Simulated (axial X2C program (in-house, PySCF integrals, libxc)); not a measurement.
## Estimating the spin–orbit splitting of the π levels of AlCl

All values were computed with an axial X2C code built on PySCF integrals. Spin-free means the one-electron spin-free X2C Hamiltonian; two-component (2c) means X2C with spin–orbit coupling and atomic mean-field two-electron Coulomb and Gaunt terms, so the difference of the two also holds small scalar two-electron terms. Basis: Cl dyall-av3z [9s8p3d2f], Al dyall-v3z [8s8p2d1f] (cores contracted in-house); Gaussian nuclei, density fitting, unrestricted open shells. Masses: Cl 34.969 u, Al 26.982 u.

Hartree–Fock at 2.158 Å, closed shell. Valence p splittings ε(p3/2) − ε(p1/2) of spherical Dirac–Hartree–Fock atoms with fractionally filled p shells: Cl 3p 0.140 eV.

```csv
"filled π level (eV), spin-free",Cl p share,Al p share
-12.44,0.90,0.04
```

In first order a p shell splits by 3ζ/2 and a π orbital by ζ. Estimate the splitting of each π level from the shares.

level -12.44 eV: (2/3) × (0.90 × 0.140) = 0.08 eV.

The two-component Hartree–Fock calculation gives:

```json
{"ε(ω = 1/2) (eV)": "-12.477", "σ share of it": "0.00", "ε(ω = 3/2) (eV)": "-12.389", "splitting (eV)": "0.09", "estimate (eV)": "0.08"}
```

The estimate leaves out the mixing of π1/2 with σ1/2 levels, which pushes the ω = 1/2 spinor up or down, the d and f parts of the orbital, small shares of the strongly split outer-core p shell of a metal, the Gaunt term (absent from the atomic values), and the change of the atomic p orbitals with charge; Löwdin shares depend on the basis.
